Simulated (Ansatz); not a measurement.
Born–Oppenheimer molecular dynamics of BFH4S (7 atoms, charge 0, multiplicity 1). It starts at the highest image of a converged band, a first-order saddle point between two minima.

Level of theory: Ansatz 0.2.0, RKS PBE0-D4/def2-SVP.

```
ensemble                      : NVE (velocity Verlet)
time step                     : 0.5 fs
steps asked                   : 200
starting velocities drawn for : 100 K
seed                          : 8760
```

First frame:

```xyz
7
Properties=species:S:1:pos:R:3
B 0.108 -0.300 -0.031
F -0.170 0.042 1.500
H 1.196 0.126 -0.324
H -0.871 -0.033 -0.679
S 0.265 -2.216 0.382
H -1.039 -2.549 0.252
H -0.017 -1.099 1.566
```

Question: How far do the bonds stretch over the last three quarters of this one trajectory? (Pairs bonded in most of those frames.)

Answer: 
| bond | mean (Å) | spread (Å) | shortest | longest |
| --- | --- | --- | --- | --- |
| B1–F2 | 1.341 | 0.046 | 1.27 | 1.43 |
| B1–H3 | 1.213 | 0.009 | 1.19 | 1.23 |
| B1–H4 | 1.216 | 0.008 | 1.19 | 1.23 |
| S5–H6 | 1.352 | 0.014 | 1.33 | 1.38 |
| S5–H7 | 1.361 | 0.037 | 1.30 | 1.43 |

Pairs bonded in part of these frames only: B1–S5 38 %.

Mean temperature of the second half: 1002 K. The conserved energy stayed within 0.11 meV per atom of its start (net change -0.057 meV per atom), so the integration is sound. The kinetic energy rose, since the run started high on the potential surface and went downhill. It ends in pieces (BFH2 + H2S), so much of that is their flight and rotation, not heat. A run of 0.1 ps of so small a system gives no equilibrium averages. The orbitals stay closed-shell, which can raise the energy where a bond breaks towards radicals; this wasn't checked here.

Run time: 6 min on 1 thread of Arm Neoverse V1 (shared host), peak memory 0.12 GiB.
